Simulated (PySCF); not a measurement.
Species: acetyl chloride, C2H3ClO.
InChI=1S/C2H3ClO/c1-2(3)4/h1H3

The calculation used EOM-IP-CCSD/aug-cc-pVDZ in PySCF, restricted Hartree–Fock reference, frozen core, non-relativistic, gas phase, PBE0-D3(BJ)/def2-SVP geometry.

Hartree–Fock orbital energies give these Koopmans values (eV): HOMO 12.37, HOMO-1 12.77, HOMO-2 12.78, HOMO-3 15.05, HOMO-4 15.91, HOMO-5 17.53, HOMO-6 18.32, HOMO-7 18.59.

**Question.** What vertical ionisation energies does EOM-IP-CCSD give?

**Answer.** 
```csv
leading hole (HF orbital),Koopmans (eV),EOM-IP-CCSD (eV),change (eV),one-hole share
HOMO,12.37,10.91,-1.46,0.95
HOMO-2,12.78,11.82,-0.96,0.95
HOMO-1,12.77,11.90,-0.87,0.95
HOMO-3,15.05,14.12,-0.93,0.94
HOMO-4,15.91,14.78,-1.13,0.95
HOMO-6,18.32,16.27,-2.05,0.94
HOMO-5,17.53,16.46,-1.07,0.94
HOMO-7,18.59,16.83,-1.76,0.93
```

**Question.** Does the order of the lines follow the orbital energies?

**Answer.** No: the HOMO-2 hole (11.82 eV) falls below the HOMO-1 hole (11.90 eV); the HOMO-6 hole (16.27 eV) falls below the HOMO-5 hole (16.46 eV). The corrections run from -2.05 to -0.87 eV, with a mean of -1.28 eV over the 8 lines; no line lies above its Koopmans value. Koopmans values leave out both the relaxation of the orbitals and the change in correlation energy.

**Question.** At what kinetic energies would He I light (21.22 eV) eject these electrons?

**Answer.** 10.31 eV (HOMO), 9.40 eV (HOMO-2), 9.32 eV (HOMO-1), 7.10 eV (HOMO-3), 6.44 eV (HOMO-4), 4.95 eV (HOMO-6), 4.76 eV (HOMO-5), 4.39 eV (HOMO-7).

Lines less than 0.15 eV apart could change places at a higher level. One root was sought for each valence orbital with −ε under 21 eV, eight at most, so deeper holes and satellites are missing; no vibrational structure.
